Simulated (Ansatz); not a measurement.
Take a crystal in which Ga has been replaced by Sc on all its sites, with the cell rescaled by a rough guess (in some cases also distorted within its space group) and nothing relaxed:

```cif
data_structure
_symmetry_space_group_name_H-M 'P 1'
_symmetry_Int_Tables_number 1
_cell_length_a 3.6991
_cell_length_b 3.6991
_cell_length_c 3.6991
_cell_angle_alpha 90.000
_cell_angle_beta 90.000
_cell_angle_gamma 90.000
_cell_volume 50.61
loop_
_atom_site_label
_atom_site_type_symbol
_atom_site_fract_x
_atom_site_fract_y
_atom_site_fract_z
_atom_site_occupancy
Sc1 Sc 0.00000 0.00000 0.00000 1
C1 C 0.00000 0.50000 0.50000 1
C2 C 0.50000 0.00000 0.50000 1
C3 C 0.50000 0.50000 0.00000 1
```

Level of theory: DFT PBE, scalar-relativistic, plane waves, PAW (Ansatz 0.2.0).

Settings: cutoff 420 eV, Γ-centred mesh 12×12×12 on the computed 4-atom cell, Gaussian smearing of 0.10 eV; no spin polarisation.

What pressure does the cell carry?

The pressure is -28.6 GPa (positive in compression), so the cell would contract.

Is it a metal on this mesh?

Yes, a band crosses the Fermi level.

What is its energy against the elements in their standard states?

+2.342 eV/atom at this unrelaxed geometry, with the elements in the same functional.